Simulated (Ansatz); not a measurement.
# bcc W

The numbers are results of r²SCAN in Ansatz (PAW), not measurements.

Settings: plane-wave cutoff 500 eV, 4×4×4 k mesh, Fermi–Dirac smearing 0.1 eV, cell of 54 sites, scalar-relativistic PAW data made under PBE.

Cell: relaxed at this level.

```json
{
 "vacancy_formation_energy": "3.68 eV",
 "vacancy_formation_energy_before_relaxation": "3.74 eV"
}
```

Measured, for comparison: vacancy formation energy 3.6 ± 0.2 eV (not corrected to a static lattice, monovacancy, our sources range from 3.60 to 4.60; as tabulated in J. N. Mundy, S. T. Ockers, L. C. Smedskjaer, Vacancy migration enthalpy in …). Computed (rounded) less measured: vacancy formation energy not scored (sources differ).

Note: energies are extrapolated to zero smearing, and mesh and cell size move such values by some hundredths of an eV or more.

Spin–orbit coupling is not included.

The computed numbers hold no vibrational or temperature effects.

The result took roughly 50 core-minutes.

Ansatz is a program for electronic structure.
